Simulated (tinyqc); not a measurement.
UHF in the sto-3g basis, for OH+, spin multiplicity 3, step by step. One step of it, computed by the program tinyqc.

Question. Orthogonalisation. S = U s U^T; symmetric (Loewdin) form X = U s^(-1/2) U^T, so that X^T S X = 1.

overlap S, order 1O 1s, 1O 2s, 1O 2px, 1O 2py, 1O 2pz, 2H 1s:
```
[[1.000000, 0.236704, 0.000000, 0.000000, 0.000000, 0.006096],
 [0.236704, 1.000000, 0.000000, 0.000000, 0.000000, 0.090219],
 [0.000000, 0.000000, 1.000000, 0.000000, 0.000000, 0.000000],
 [0.000000, 0.000000, 0.000000, 1.000000, 0.000000, 0.000000],
 [0.000000, 0.000000, 0.000000, 0.000000, 1.000000, 0.098169],
 [0.006096, 0.090219, 0.000000, 0.000000, 0.098169, 1.000000]]
```

Give: eigenvalues of S; X.

Answer.

eigenvalues of S: [0.746, 0.907, 1.000, 1.000, 1.088, 1.258]

X, order 1O 1s, 1O 2s, 1O 2px, 1O 2py, 1O 2pz, 2H 1s:
```
[[1.022, -0.123, 0.000, 0.000, 0.000, 0.005],
 [-0.123, 1.025, 0.000, 0.000, 0.003, -0.047],
 [0.000, 0.000, 1.000, 0.000, 0.000, 0.000],
 [0.000, 0.000, 0.000, 1.000, 0.000, 0.000],
 [0.000, 0.003, 0.000, 0.000, 1.004, -0.050],
 [0.005, -0.047, 0.000, 0.000, -0.050, 1.007]]
```
